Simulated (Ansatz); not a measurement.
# SiNH4− (SMILES N[SiH2-]): one structure at several levels

The atoms stand at a structure displaced at random from a GFN2-xTB minimum. How far do the functionals agree with CCSD(T) there?

Computed with Ansatz 0.2.0, Gaussian basis. Level: single points in def2-TZVPPD.

Cores are frozen in the correlated methods.

## (1) Starting geometry

6 atoms, charge -1, spin multiplicity 1.

Atoms are counted from 1 here; the program's logs count them from 0.

Bond lengths: N1–Si2 1.805 Å, N1–H3 1.066 Å, N1–H4 0.964 Å, Si2–H5 1.519 Å, Si2–H6 1.545 Å. Angles: Si2–N1–H3 105.8°, Si2–N1–H4 114.1°, H3–N1–H4 104.4°, N1–Si2–H5 98.4°, N1–Si2–H6 95.1°, H5–Si2–H6 100.5°.

Geometry (Å):

```xyz
6
charge -1, multiplicity 1
N    -0.2074   -0.8483   -0.0329
Si    0.4287    0.8069    0.3037
H     0.6273   -1.4157   -0.3747
H    -0.5127   -1.3198    0.7509
H     0.6760    1.2466   -1.1291
H    -0.9588    1.4369    0.5572
```

## (2) CCSD(T)/def2-TZVPPD

run/in.yaml reads:

```yaml
crystal:
  periodic: [false, false, false]
  atoms:
    - {symbol: N, position_ang: [-0.207400, -0.848300, -0.032900]}
    - {symbol: Si, position_ang: [0.428700, 0.806900, 0.303700]}
    - {symbol: H, position_ang: [0.627300, -1.415700, -0.374700]}
    - {symbol: H, position_ang: [-0.512700, -1.319800, 0.750900]}
    - {symbol: H, position_ang: [0.676000, 1.246600, -1.129100]}
    - {symbol: H, position_ang: [-0.958800, 1.436900, 0.557200]}
basis:
  gaussian: {orbitals: "def2-TZVPPD.json"}
total_charge: -1
correlation: {method: ccsd_t}
output: {forces: true}
```

The basis file named in the input lies beside it (Basis Set Exchange, JSON).

No record of the launch command was kept for these runs.

## (3) PBE0-D4/def2-TZVPPD

run/in.yaml, as its differences from that of step 2:

```diff
@@ -12,3 +12,3 @@
 total_charge: -1
-correlation: {method: ccsd_t}
-output: {forces: true}
+hamiltonian: {xc: pbe0, dispersion: d4}
+output: {forces: true, orbitals: {seedname: orbitals}}
```

## (4) wB97M-V/def2-TZVPPD

run/in.yaml, as its differences from that of step 3:

```diff
@@ -12,3 +12,3 @@
 total_charge: -1
-hamiltonian: {xc: pbe0, dispersion: d4}
-output: {forces: true, orbitals: {seedname: orbitals}}
+hamiltonian: {xc: {name: wB97M-V}}
+output: {forces: true}
```

## (5) r2SCAN-D4/def2-TZVPPD

run/in.yaml, as its differences from that of step 4:

```diff
@@ -12,3 +12,3 @@
 total_charge: -1
-hamiltonian: {xc: {name: wB97M-V}}
+hamiltonian: {xc: r2scan, dispersion: d4}
 output: {forces: true}
```

## (6) PBE-D4/def2-TZVPPD

run/in.yaml, as its differences from that of step 5:

```diff
@@ -12,3 +12,3 @@
 total_charge: -1
-hamiltonian: {xc: r2scan, dispersion: d4}
+hamiltonian: {xc: pbe, dispersion: d4}
 output: {forces: true}
```

## (7) CAM-B3LYP-D4/def2-TZVPPD

run/in.yaml, as its differences from that of step 6:

```diff
@@ -12,3 +12,3 @@
 total_charge: -1
-hamiltonian: {xc: pbe, dispersion: d4}
+hamiltonian: {xc: {name: CAM-B3LYP}, dispersion: d4}
 output: {forces: true}
```

## (8) r2SCANh-D4/def2-TZVPPD

run/in.yaml, as its differences from that of step 7:

```diff
@@ -12,3 +12,3 @@
 total_charge: -1
-hamiltonian: {xc: {name: CAM-B3LYP}, dispersion: d4}
+hamiltonian: {xc: {name: r2SCANh}, dispersion: d4}
 output: {forces: true}
```

(Steps that only read results are left out.)

What does the calculation give? Wanted: RMS force component; RMS force error; HOMO and LUMO, PBE0-D4; T1 diagnostic.

As calculated:

| quantity | value |
| --- | --- |
| RMS force component | 1.188 to 1.242 eV/Å over the methods |
| RMS force error | PBE0-D4 0.086, wB97M-V 0.063, r2SCAN-D4 0.058, PBE-D4 0.146, CAM-B3LYP-D4 0.109, r2SCANh-D4 0.089 eV/Å |
| HOMO and LUMO, PBE0-D4 | 0.96 and 4.31 eV |
| T1 diagnostic | 0.014 |

For forces r2SCAN-D4 does best and PBE-D4 worst. Frozen-core CCSD(T) forces in triple zeta carry basis errors of their own, and this is one geometry, so small gaps rank nothing.
